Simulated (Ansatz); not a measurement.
# ClH4Si2: the cost of one run

Program: Ansatz 0.2.0. Level of theory: UKS r2SCAN-D4/STO-3G. These are calculated values, not measurements.

## (1) The starting structure

Bond lengths: Si1–Si2 2.235 Å, Si2–Cl3 2.039 Å, Si1–H4 1.465 Å, Si1–H5 1.541 Å, Si2–H6 1.500 Å, Si2–H7 1.507 Å. Angles: Si1–Si2–Cl3 109.0°, Si1–Si2–H6 111.6°, Si1–Si2–H7 112.6°, Cl3–Si2–H6 107.7°, Cl3–Si2–H7 107.5°, H6–Si2–H7 108.3°, Si2–Si1–H4 112.8°, Si2–Si1–H5 112.3°, H4–Si1–H5 105.5°.

Coordinates:

```xyz
7

Si   -1.2933    0.1452   -0.4305
Si    0.7237   -0.0940    0.5016
Cl    0.8855   -1.9810    1.2557
H    -1.4711   -0.6924   -1.6198
H    -1.5536    1.5896   -0.9004
H     0.9245    0.8677    1.6345
H     1.8456    0.0970   -0.4868
```

## (2) Relaxing the start

The input, input.yaml:

```yaml
crystal:
  periodic: [false, false, false]
  atoms:
    - { symbol: Si, position_ang: [-1.2933, 0.1452, -0.4305] }
    - { symbol: Si, position_ang: [0.7237, -0.094, 0.5016] }
    - { symbol: Cl, position_ang: [0.8855, -1.981, 1.2557] }
    - { symbol: H, position_ang: [-1.4711, -0.6924, -1.6198] }
    - { symbol: H, position_ang: [-1.5536, 1.5896, -0.9004] }
    - { symbol: H, position_ang: [0.9245, 0.8677, 1.6345] }
    - { symbol: H, position_ang: [1.8456, 0.097, -0.4868] }
magnetization:
  spin_polarized: true
  initial_magnetization: 1
basis:
  gaussian: { orbitals: STO-3G }
hamiltonian:
  xc: r2scan
  dispersion: d4
relax:
  f_tol: 0.02
  max_steps: 40
```

On the command line:

```bash
$ ansatz run input.yaml --threads 1 --pin off --max-ram 2048MiB --backend cpu --events-out ev --progress --plain --runs-dir out
```

**Question.** How long does this run take on 1 thread of AMD EPYC 7R43 (Zen 3), shared host, and how much memory does it need?

About 20 s, with a peak of 0.19 GiB.
